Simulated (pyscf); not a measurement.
Optimised with ωB97X-D3(BJ)/def2-SVP in PySCF.

SMILES: [F][WH]([F])([F])([F])[F]
```xyz
7

F     -1.9610    -0.1789    -2.1318
W     -0.6136     0.7649    -1.2859
F     -0.3994     1.2983     0.4713
F      0.7470     1.9721    -1.6440
F     -1.9226     2.0752    -1.3485
F      0.4644    -0.2885    -2.3589
H     -0.5833    -0.6392    -0.3667
```
Charge 0, spin multiplicity 1.

List the bond dissociation enthalpies at 298 K of F–WH(F)(F)(F)–F from ωB97M-D3(BJ)/def2-TZVP, from the weakest bond up.

H–W to [F–W(F)(F)(F)–F]• + H•: 193.9 kJ/mol; F–W to F• + [F–WH(F)(F)–F]•: 398.3 kJ/mol. Ring and multiple bonds, and those that leave no two simple radicals, are not listed. The radicals are drawn with the spin at the cut bond; how far it spreads was not checked. Left out: the spin-orbit lowering of F. Open-shell species with a d-block atom are single-reference here; other states, and whether the spin sits on metal or ligand, were not checked. Elements past Kr carry the def2 core potentials, without spin-orbit coupling.
